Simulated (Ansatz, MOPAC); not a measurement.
Gas-phase reaction in SMILES: CB(Cl)C + 3 [H][H] (H2) -> B (BH3) + 2 C (CH4) + Cl (HCl)

Wanted: energy of full hydrogenation (enthalpy at 298 K), in kcal/mol. Terms: frozen cores in correlated levels; non-relativistic; PM7 with its own dispersion and hydrogen-bond terms; 6-311+G** with 5d, 6d on Na to Ar in Ansatz (an electronic-structure program); dispersion terms only where a functional's name holds one; no spin-orbit coupling. CBS(X,Y): correlation extrapolated as X^-3; Hartree-Fock from the larger set. Ab initio and DFT rows: single points at B3LYP-D3(BJ) geometries (Ansatz), with unscaled harmonic terms from B3LYP/6-31G* (Ansatz) at its own minima. Semi-empirical rows: MOPAC heats of formation at their own minima for 298 K.

```tsv
species	coefficient	E at B3LYP/6-311+G** (Ansatz), Eh	E at B3LYP/def2-TZVPD (Ansatz), Eh	H(298 K) - E, kcal/mol	heat of formation at PM7 (MOPAC), kcal/mol
CB(C)Cl	-1	-564.99914	-565.01059	53.77	-51.69
[H][H] (H2)	-3	-1.17957	-1.17969	8.44	-32.01
B (BH3)	+1	-26.62112	-26.62388	19.05	23.54
C (CH4)	+2	-40.53392	-40.53767	30.76	-14.40
Cl (HCl)	+1	-460.83451	-460.83688	6.28	-20.49
```

Coupled cluster (Ansatz) is a level with limits of its own, used here on species with T1 under 0.025 (0.045 for open shells) and stable references: CCSD(T)/CBS(cc-pV(T+d)Z,cc-pV(Q+d)Z). Value to compare with, CCSD(T)/CBS(cc-pV(T+d)Z,cc-pV(Q+d)Z) (Ansatz): 21.0 kcal/mol. 1 Eh = 627.5095 kcal/mol.

Q: Work the quantity out at each level, and compare with CCSD(T)/CBS(cc-pV(T+d)Z,cc-pV(Q+d)Z) (Ansatz).

A: 
- B3LYP/6-311+G**: the sum of coefficient times E is 0.01438 Eh, or 9.02 kcal/mol; the thermal terms add 7.76. Result: 16.8 kcal/mol. Its difference against CCSD(T)/CBS(cc-pV(T+d)Z,cc-pV(Q+d)Z) (Ansatz) is -4.2 kcal/mol.
- B3LYP/def2-TZVPD: the sum of coefficient times E is 0.01356 Eh, or 8.51 kcal/mol; the thermal terms add 7.76. Result: 16.3 kcal/mol. Its difference against CCSD(T)/CBS(cc-pV(T+d)Z,cc-pV(Q+d)Z) (Ansatz) is -4.7 kcal/mol.
- PM7: the sum of coefficient times heat of formation is 121.97 kcal/mol; it needs no thermal term. Its difference against CCSD(T)/CBS(cc-pV(T+d)Z,cc-pV(Q+d)Z) (Ansatz) is 101.0 kcal/mol.
